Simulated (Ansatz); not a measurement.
C3H4S can be A, `C#CSC`, or B, `C#CCS`.

Calculated with Ansatz (gas phase, PBE0-D4/def2-TZVP geometries, no zero-point term in ΔE). CCSD(T)/CBS is the MP2 limit (def2-TZVPP, def2-QZVPP) plus CCSD(T) − MP2 in def2-TZVPP, frozen cores. Functionals use def2-TZVPP. B3LYP here is the variant with VWN-RPA as its local correlation; programs differ in this. One conformer a species, not always the lowest.

**Question.** Which is lower in electronic energy at CCSD(T)/CBS, and by how much? (An estimate is asked.)

**Answer.** Ansatz gave: A, by 0.3 kcal/mol. So small a gap doesn't settle the order.

**Question.** Give E(B) − E(A) in kcal/mol with CCSD(T)/def2-TZVPP, B3LYP-D4, PBE0-D4, LDA (SPW92), BLYP-D4, CCSD(T)/def2-SVP, B3LYP. (Estimate.)

**Answer.** Ansatz gave: CCSD(T)/def2-TZVPP 0.1, B3LYP-D4 1.4, PBE0-D4 1.5, LDA (SPW92) 1.8, BLYP-D4 2.2, CCSD(T)/def2-SVP -1.5, B3LYP 1.4. The order is the other way round with CCSD(T)/def2-SVP.

**Question.** Does the order hold for the free energy at 298.15 K (harmonic terms from PBE0-D4)? (Estimate.)

**Answer.** Computed: Too close to call: G(B) − G(A) = -0.4 kcal/mol, for one conformer each.

Largest T1 diagnostic: 0.012.

From r2SCAN to r2SCAN0 (25 % exact exchange), in def2-TZVPP and without D4, E(B) − E(A) moves by −0.9 kcal/mol. Leaving LDA and LC-ωPBE aside and taking each functional with its dispersion term where it has one, the values, not all of them listed here, spread over 2.2 kcal/mol, from BHLYP-D4 to revPBE-D4. LDA lies −0.7 kcal/mol from PBE without D4.
